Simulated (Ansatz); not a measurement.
# C2H3Al (ethynylalumane): the vertical energy of the triplet above the singlet from total energies

C2H3Al has 6 atoms, charge 0, and is taken as a singlet. As SMILES, `C#[C][AlH2]`. Geometry: relaxed at PBE0-D4/def2-TZVP.

```xyz
6

C    -0.7928   -1.6376   -0.2981
C    -0.2661   -0.5642   -0.1062
Al    0.5648    1.1242    0.1950
H    -1.2570   -2.5831   -0.4674
H     1.3567    1.8047   -0.9905
H     0.4366    1.7920    1.6210
```

Both states at this one shape; open shells run unrestricted unless said. 1 Eh = 27.2114 eV.

| level | program | singlet C2H3Al (Eh) | triplet C2H3Al (Eh) |
| --- | --- | --- | --- |
| CAM-B3LYP/def2-TZVP | Ansatz | -320.363225 | -320.194986 |
| B2PLYP/def2-TZVP, 7 core orbitals frozen | Ansatz | -320.217702 | -320.041215 |

**Question.** Work out the vertical gap, second state less first, at each level.

**Answer.** 
1. CAM-B3LYP/def2-TZVP: -320.194986 − (-320.363225) = 0.168239 Eh = 4.58 eV.
2. B2PLYP/def2-TZVP: -320.041215 − (-320.217702) = 0.176487 Eh = 4.80 eV.

No measured value is set beside it here; the levels span 4.58 to 4.80 eV.
